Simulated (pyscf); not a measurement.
Single points on ωB97X-D3(BJ)/def2-SVP structures (PySCF, gas phase). Correlated levels are frozen-core, on RHF or UHF. ΔMP2 is the change of the MP2 total energy from the triple- to the quadruple-zeta basis.

Question: For H₃C–CH₂–F -> H₂C=CH₂ + HF, an elimination (singlet surface; C–F, C–H broken, F–H formed), PBE/def2-TZVP gives ΔE‡ = 54.6 kcal/mol and ΔE = +20.4 kcal/mol (zero: the reactant's lowest minimum found). In which direction and how far do B3LYP-D3(BJ)/def2-TZVP, M06-2X/def2-TZVP, CCSD(T)/def2-TZVPP + ΔMP2(QZVPP) move these?

Answer: B3LYP-D3(BJ): ΔE‡ = 60.6 kcal/mol, ΔE = +18.8 kcal/mol; M06-2X: ΔE‡ = 65.9 kcal/mol, ΔE = +20.2 kcal/mol; CCSD(T): ΔE‡ = 63.8 kcal/mol, ΔE = +15.5 kcal/mol. PBE's barrier lies under all of them, by 6.0 to 11.2 kcal/mol. Its reaction energy matches one of them and lies within 4.9 kcal/mol of the others. Low barriers are usual for a GGA, whose delocalisation error favours stretched bonds. On the product side the descent ends in a complex, 5.6 kcal/mol under the separated species and 48.2 kcal/mol under the saddle at ωB97X-D3(BJ)/def2-TZVP. This is the saddle that the search found; another between the same sides may lie lower. The CCSD(T) − MP2 part came from Ansatz, without density fitting, on the same reference.
